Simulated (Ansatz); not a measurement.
Compare A (`CC=C=CN`) with its isomer B (`CCCC#N`).

Isolated molecules relaxed with PBE0-D4/def2-TZVP in Ansatz; ΔE leaves out vibrations. CBS: MP2 limit from def2 TZ/QZ plus the TZ coupled-cluster correction, frozen cores. DFT in def2-TZVPP. B3LYP here is the variant with VWN-RPA as its local correlation; programs differ in this. One conformer a species, not always the lowest.

(1) Which is lower in electronic energy at CCSD(T)/CBS, and by how much? (Best estimate.)

(2) Give E(B) − E(A) in kJ/mol with CCSD/def2-TZVPP, B2PLYP, ωB97M-V, CCSD(T)/def2-SVP, PBE0-D4, B3LYP, HF/def2-TZVPP. (An estimate is asked.)

(3) Does the order hold for the free energy at 298.15 K (harmonic terms from PBE0-D4)? (Estimate.)

Largest T1 diagnostic: 0.012.

Results:

(1) Computed: B, by 151.6 kJ/mol.

(2) Computed: CCSD/def2-TZVPP -163.4, B2PLYP -148.7, ωB97M-V -145.7, CCSD(T)/def2-SVP -171.7, PBE0-D4 -129.4, B3LYP -130.1, HF/def2-TZVPP -170.8. None reverses the order clearly.

(3) The calculation gave: Yes: G(B) − G(A) = -148.8 kJ/mol, for one conformer each.

From PBE to PBE0 (25 % exact exchange), in def2-TZVPP and without D4, E(B) − E(A) moves by −11.0 kJ/mol. At CCSD(T), def2-SVP lies −20.1 kJ/mol from the extrapolated value and def2-TZVPP −8.5 kJ/mol.
